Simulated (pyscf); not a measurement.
Thermochemistry of product channels of H₂C=N–CH₃ + methyl (CH₃•) on the doublet surface, in kcal/mol, from ωB97M-D3(BJ)/def2-TZVP energies (ideal gas, 1 atm, RRHO with modes under 100 cm⁻¹ raised to 100, one conformer, R ln 2 for chiral ones without a mode under 150 cm⁻¹). PySCF, gas phase, ωB97X-D3(BJ)/def2-SVP geometries.

```csv
products,ΔE,ΔH(298 K),ΔG(900 K),ΔG(1200 K)
H₂C=N• + ethane (H₃C–CH₃),(withheld),-18.2,-16.6,-15.8
H₃C–CH₂–N•–CH₃,(withheld),-24.7,+6.0,+16.0
```

Complete the blanks.


- H₂C=N• + ethane (H₃C–CH₃), ΔE: -19.2
- H₃C–CH₂–N•–CH₃, ΔE: -28.6

The channel to H₃C–CH₂–N•–CH₃ turns unfavourable between 298 and 1200 K (ΔG from -14.6 kcal/mol to +16.0 kcal/mol).

These are energies of the channels, which say nothing of barriers. H₂C=N–CH₃ lies 9.1 kcal/mol over its isomer H₃C–CH=NH (electronic energy, ωB97M-D3(BJ)/def2-TZVP).
